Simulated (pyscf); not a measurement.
This saddle point was located with ωB97X-D3(BJ)/def2-SVP in PySCF.

```xyz
13

C     -1.5113    -1.1066    -0.0680
Ga    -1.1855     0.8672    -0.9198
H     -0.9685    -2.0035    -0.4044
H     -2.4319    -1.0817    -0.6850
H     -1.8614    -1.2443     0.9670
H     -2.1246     1.8978    -0.2156
H     -0.8317     0.7467    -2.4313
O      0.4485     0.5975     0.1997
Si     1.0756     1.4535     1.4929
H     -0.3419    -0.3217     0.2302
H      0.1215     1.4323     2.6419
H      2.3655     0.8455     1.9222
H      1.3001     2.8638     1.0670
```
Charge 0, spin multiplicity 1.

Surface: singlet, charge 0. Lowest wavenumbers (cm⁻¹): 1428i, 42, 60, 69, 97.

Q: Which two sides does it connect, and which bonds change?

A: H₃C–GaH₂ (SMILES [CH3][GaH2]) + HO–SiH₃ (SMILES O[SiH3]) <-> CH₄ (SMILES C) + H₃Si–O–GaH₂ (SMILES [SiH3][O][GaH2]), a four-centre exchange read from left to right: C–Ga, H–O broken and C–H, Ga–O formed. At ωB97M-D3(BJ)/def2-TZVP it lies +0.41 eV from the left side and +1.48 eV from the right (each side as separated species at their lowest minima found). On the reactant side the descent ends in an adduct with a Ga–O contact, 0.64 eV under the separated species and 0.96 eV under the saddle at ωB97X-D3(BJ)/def2-TZVP. What is counted as formed (Ga–O) is already present as a longer contact in the reactant adduct; forming that adduct is a step of its own. At ωB97X-D3(BJ)/def2-TZVP the barrier from the zero used here is 0.32 eV. This is the saddle that the search found; another between the same sides may lie lower. Elements up to Kr have no core potential and no relativistic terms here.
